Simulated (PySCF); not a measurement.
Work out the structure from these simulated measurements.

Formula: C7H5N.

* UV, first state: lowest singlet excitation: 4.35 eV (285 nm, f = 0.002) [TDDFT B3LYP/def2-SVPD]
* 1H NMR: chemical shifts (computed TMS as zero) by class: 8.85 (2 H), 7.56 (2 H), 3.79 (1 H) ppm [GIAO HF/pcSseg-2]
* Polarisability: 89.0 au [B3LYP/def2-SVPD]
* Couplings: largest of the computed one-bond spin–spin couplings (means over like bonds): 13C–1H +277.2, 13C–13C +201.4, 13C–1H +188.0 (×2), 13C–1H +174.3 (×2), 13C–13C +99.5, 13C–13C +61.2 (×2), 13C–13C +59.1 (×2), 15N–13C +0.5 (×2) Hz [B3LYP/pcJ-1, spin–dipole term left out for some pairs]
* Dipole: 2.01 D [B3LYP/def2-SVPD]
* Rotational structure: rotational constants A, B, C: 6.040, 1.525, 1.217 GHz [PBE0-D3(BJ)/def2-SVP]
* NMR, other nuclei: isotropic shieldings of nuclei other than C and H, by class: -107 (1 N) ppm [GIAO HF/pcSseg-2]
* 13C NMR: chemical shifts (computed TMS as zero) by class: 162.0 (2 C), 145.5 (1 C), 134.1 (2 C), 94.4 (1 C), 76.6 (1 C) ppm [GIAO HF/pcSseg-2]
* Triplet: lowest triplet excitation (Tamm–Dancoff): 3.64 eV [TDA B3LYP/def2-SVPD]

Gas-phase values; electronic properties from PySCF, density fitting. Levels stand in brackets. Isolated species at its PBE0-D3(BJ)/def2-SVP geometry, gas phase. Each NMR value is the plain mean over a class of atoms that symmetry, rotation or inversion makes alike.

Question: Propose a structure and show how it fits.

Answer: Numbering: `[CH:1]#[C:2][c:3]1[cH:4][cH:5][n:6][cH:7][cH:8]1`. Its formula, C7H5N, gives 6 degrees of unsaturation: 1 ring and 5 π bonds in the structure found (Kekulé form). 7 carbons fall into 5 classes; from least to most shielded: aromatic CH next to a ring nitrogen [C5/C7] (162.0 ppm, 2 C), substituted aromatic carbon [C3] (145.5 ppm), aromatic CH carbon [C4/C8] (134.1 ppm, 2 C), terminal alkyne carbon [C1] (94.4 ppm), alkyne carbon [C2] (76.6 ppm). Hydrogen classes from least to most shielded: 2 H on 2 like atoms (aromatic CH next to a ring nitrogen), C5/C7 (8.85 ppm), 2 H on 2 aromatic CH carbons, C4/C8 (7.56 ppm), 1 H on a terminal alkyne carbon, C1 (3.79 ppm). The other shieldings belong to: -107 ppm, pyridine-type nitrogen [N6]. The couplings run between: +277.2 Hz, terminal alkyne carbon [C1] and its hydrogen; +201.4 Hz, terminal alkyne carbon [C1] and alkyne carbon [C2]; +188.0 Hz, aromatic CH next to a ring nitrogen [C5] and its hydrogen (with 1 like pair); +174.3 Hz, aromatic CH carbon [C4] and its hydrogen (with 1 like pair); +99.5 Hz, alkyne carbon [C2] and substituted aromatic carbon [C3]; +61.2 Hz, substituted aromatic carbon [C3] and aromatic CH carbon [C4] (with 1 like pair); +59.1 Hz, aromatic CH carbon [C4] and aromatic CH next to a ring nitrogen [C5] (with 1 like pair); +0.5 Hz, pyridine-type nitrogen [N6] and aromatic CH next to a ring nitrogen [C5] (with 1 like pair). The optimised geometry has point group C2v and is an asymmetric top. Structure: 4-ethynylpyridine, `c1cnccc1C#C`. Computed isomers that give other values at the same levels: `C#C/C=C(/C#N)C=C` (static isotropic polarisability: 99.6 au); `N#Cc1ccccc1` (rotational constant A: 5.659 GHz; this holds for the one conformer computed); `[C-]#[N+]c1ccccc1` (rotational constant A: 5.665 GHz; this holds for the one conformer computed). The assignments are read from this structure; whether some other isomer fits the data as well wasn't checked.
